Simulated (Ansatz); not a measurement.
# H6OSSi: the cost of one run

Method: RKS r2SCAN-D4/def2-SVP, in Ansatz 0.2.0.

## (1) The system as given

Bond lengths: Si1–O2 2.030 Å, O2–H3 1.010 Å, Si1–H4 1.460 Å, Si1–H5 1.459 Å, Si1–H6 1.459 Å, Si1–S7 2.460 Å, S7–H8 1.400 Å, S7–H9 1.567 Å. Angles: Si1–O2–H3 109.5°, O2–Si1–H4 109.5°, O2–Si1–H5 109.5°, O2–Si1–H6 109.5°, O2–Si1–S7 71.6°, H4–Si1–H5 109.5°, H4–Si1–H6 109.5°, H4–Si1–S7 67.2°, H5–Si1–H6 109.5°, H5–Si1–S7 176.6°, H6–Si1–S7 72.8°, Si1–S7–H8 109.5°, Si1–S7–H9 63.3°, H8–S7–H9 109.2°.

As a file:

```xyz
9

Si    0.0000    0.0000    0.0000
O     0.0000    0.0000    2.0300
H    -0.9095   -0.2814    2.3671
H     1.3768    0.0000   -0.4862
H    -0.6877    1.1914   -0.4862
H    -0.6877   -1.1914   -0.4862
S     1.2839   -1.9497    0.7757
H     0.4989   -3.1030    0.6585
H     0.6730   -1.0220    1.8816
```

## (2) A restrained relaxation towards end A

Springs on the bonds that form and break draw the guess towards this end; the thresholds are loose.

input.yaml

```yaml
crystal:
  periodic: [false, false, false]
  atoms:
    - { symbol: Si, position_ang: [0.0, 0.0, 0.0] }
    - { symbol: O, position_ang: [0.0, 0.0, 2.03] }
    - { symbol: H, position_ang: [-0.9095, -0.2814, 2.3671] }
    - { symbol: H, position_ang: [1.3768, 0.0, -0.4862] }
    - { symbol: H, position_ang: [-0.6877, 1.1914, -0.4862] }
    - { symbol: H, position_ang: [-0.6877, -1.1914, -0.4862] }
    - { symbol: S, position_ang: [1.2839, -1.9497, 0.7757] }
    - { symbol: H, position_ang: [0.4989, -3.103, 0.6585] }
    - { symbol: H, position_ang: [0.673, -1.022, 1.8816] }
basis:
  gaussian: { orbitals: def2-SVP }
hamiltonian:
  xc: r2scan
  dispersion: d4
relax:
  f_tol: 0.15
  max_steps: 25
  restrain:
    - { distance: [0, 6], at: 3.36, k: 30.0 }
    - { distance: [8, 1], at: 2.21, k: 30.0 }
    - { distance: [0, 1], at: 1.68, k: 30.0 }
    - { distance: [8, 6], at: 1.4, k: 30.0 }
```

Started as:

```
$ ansatz run input.yaml --threads 2 --pin off --max-ram 3072MiB --backend cpu --events-out ev --progress --plain --runs-dir out
```

What time and memory should one allow on 2 threads of Arm Neoverse V1, shared host?

About 24 s, with a peak of 0.16 GiB.
